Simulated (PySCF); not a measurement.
## Continuum solvent and chemical shifts

Numbering as in the mapped SMILES `[SiH3:1][SiH2:2][SH:3]`. Hydrogens are named by the atom that carries them.

GIAO PBE0/pcSseg-1 in PySCF 2.14.0 with density-fitted response routines on one PBE0-D3(BJ)/def2-SVP conformer, non-relativistic, equivalent nuclei averaged. Solvents enter as an IEF-PCM continuum (cyclohexane with ε = 2.0, dichloromethane with ε = 8.9) around the gas-phase geometry. Shifts are referred to TMS, CS2 computed in the same medium.

Gas phase, δ in ppm: Si2 -50.0, Si1 -99.3, S3 -270.2, H(Si2) 4.76, H(Si1) 3.55, H(S3) -0.11. Dipole moment 1.40 D.

**Question.** How does each δ change in the continuum?

**Answer.** 
```json
{"atoms": "Si2", "environment": "silicon bonded to S, Si, 2 H", "Δδ, cyclohexane": "+0.5", "Δδ, dichloromethane": "+1.2"}
{"atoms": "Si1", "environment": "silicon bonded to Si, 3 H", "Δδ, cyclohexane": "+0.1", "Δδ, dichloromethane": "+0.5"}
{"atoms": "S3", "environment": "sulfur bonded to Si, H", "Δδ, cyclohexane": "-7.9", "Δδ, dichloromethane": "-16.6"}
{"atoms": "H(Si2)", "environment": "hydrogen on a silicon bonded to S, Si", "Δδ, cyclohexane": "0.00", "Δδ, dichloromethane": "0.00"}
{"atoms": "H(Si1)", "environment": "hydrogen on a silicon bonded to Si", "Δδ, cyclohexane": "0.00", "Δδ, dichloromethane": "-0.01"}
{"atoms": "H(S3)", "environment": "hydrogen on a sulfur bonded to Si", "Δδ, cyclohexane": "+0.34", "Δδ, dichloromethane": "+0.80"}
```

Changes are relative to the gas phase. The dipole moment becomes 1.58 D in cyclohexane, 1.84 D in dichloromethane.

**Question.** Which nuclei move most (in ppm), and what does the model miss?

**Answer.** S3 (sulfur bonded to Si, H, -16.6 ppm) in dichloromethane. A continuum only polarises the solute; specific hydrogen bonds, the anisotropy of aromatic solvents and changes of geometry or conformer are outside it.
